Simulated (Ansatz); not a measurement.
A made-up structure of C2HS, doublet:

```tsv
atom	x (Å)	y (Å)	z (Å)
C1	0.6347	0.5501	-0.0068
C2	-0.4060	-0.3522	0.0045
S3	-1.7642	-1.5290	0.0189
H4	1.5354	1.3312	-0.0167
```

It is relaxed with PBE-D4/def2-SVP and then PBE0-D4/def2-TZVP (Ansatz 0.2.0). Atoms count as bonded within 1.22 times the sum of their covalent radii (H–H: 0.88 Å). The end point is not checked to be a true minimum.

**Question.** Does its bonding change? (A judgement: the text doesn't fix the answer.)

**Answer.** By the calculation: No: no bond forms or breaks.

Where it ends: The first stage lowers the energy by 1.20 eV in 4 steps. It ends as C₂HS ([CH][C][S]):
```xyz
4
angstrom
C 0.5667 0.4912 -0.0061
C -0.3626 -0.3144 0.0039
S -1.5751 -1.3653 0.0170
H 1.3710 1.1885 -0.0148
```

Labels in which every atom is bracketed show which atoms are joined, not bond orders.

For scale, one of the runs: PBE0-D4/def2-TZVP relaxation, 105 basis functions, launched by `ansatz run in.yaml --threads 2 --pin off --events-out ev --progress --plain --max-ram 4352MiB`. The run took about 95 s on 2 CPU threads of an Intel Xeon Platinum 8259CL (shared host).
